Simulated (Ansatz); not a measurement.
**SiPH3 (triplet): the correlation ladder, cc-pVDZ**

How much of the correlation energy of SiPH3 (triplet) does each wave-function method recover here?

Computed with Ansatz 0.2.0, Gaussian basis. Level: cc-pVDZ, core rule «outside noble gas», up to 10 orbitals frozen.

To be run: UHF; CCSD(T) on ROHF; CCSD(T) on UHF; BCCD(T) on ROHF; CISD as a restricted active space (open shells left free, so some higher excitations enter); CCSDT(Q) on ROHF; CCSDT(Q) on UHF.

9 further runs of the same task are left out: 9 set aside as unsound or not needed. Runs told in other sessions of the task aren't counted.

## Step 1: The geometry

The geometry is a PBE0/def2-TZVP stationary point (not a proven minimum) of the parent state, kept for this charge and spin.

5 atoms, charge 0, spin multiplicity 3.

Atoms are counted from 1 here; the program's logs count them from 0.

Bond lengths: Si1–P2 2.174 Å, Si1–H3 1.524 Å, P2–H4 1.409 Å, P2–H5 1.408 Å. Angles: P2–Si1–H3 87.8°, Si1–P2–H4 117.1°, Si1–P2–H5 112.4°, H4–P2–H5 102.2°.

## Step 2: UHF

Contents of in.yaml:

```yaml
crystal:
  periodic: [false, false, false]
  atoms:
    - {symbol: Si, position_ang: [-0.042392, 0.081545, 1.171934]}
    - {symbol: P, position_ang: [0.073725, -0.027248, -0.995977]}
    - {symbol: H, position_ang: [0.017415, -1.441379, 1.194196]}
    - {symbol: H, position_ang: [-0.605598, -1.091045, -1.621383]}
    - {symbol: H, position_ang: [-0.496156, 1.097555, -1.621744]}
basis:
  gaussian: {orbitals: cc-pVDZ}
magnetization: {spin_polarized: true, initial_magnetization: 2}
hamiltonian: {xc: hf}
output: {orbitals: {seedname: orbitals}}
```

Started as:

```sh
$ ansatz run in.yaml --threads 1 --pin off --events-out ev --progress --plain --max-ram 2393MiB
```

After this run come: CCSD(T) on ROHF; CCSD(T) on UHF; BCCD(T) on ROHF; CISD as a restricted active space (open shells left free, so some higher excitations enter); CCSDT(Q) on ROHF; CCSDT(Q) on UHF.

**Question.** What will the summary of the whole plan be? Wanted: UCCSDT(Q) from the RHF energy; RMP2 from UCCSDT(Q); UMP2 from UCCSDT(Q); RCCSD from UCCSDT(Q); RCCSD(T) from UCCSDT(Q); UCCSD(T) from UCCSDT(Q); RCCSDT(Q) from UCCSDT(Q); T1 diagnostic.

As calculated:

| quantity | value |
| --- | --- |
| UCCSDT(Q) from the ROHF energy | -6.6285 eV |
| RMP2 from UCCSDT(Q) | +1370.2 meV |
| UMP2 from UCCSDT(Q) | +1349.1 meV |
| RCCSD from UCCSDT(Q) | +260.5 meV |
| RCCSD(T) from UCCSDT(Q) | +54.9 meV |
| UCCSD(T) from UCCSDT(Q) | +53.3 meV |
| RCCSDT(Q) from UCCSDT(Q) | +1.3 meV |
| levels within 1 kcal/mol (43 meV) | RCCSDT, UCCSDT, RCCSDT(Q) |
| T1 diagnostic | 0.045 |

What this shows: RCCSD(T) lands +54.9 meV from the yardstick (0.8 % of the correlation energy). These misses are within one basis, not against nature; the frozen cores of restricted and unrestricted runs differ, which can shift their rows.

With open shells the CI space here admits some higher excitations, so it is larger than plain CISD.
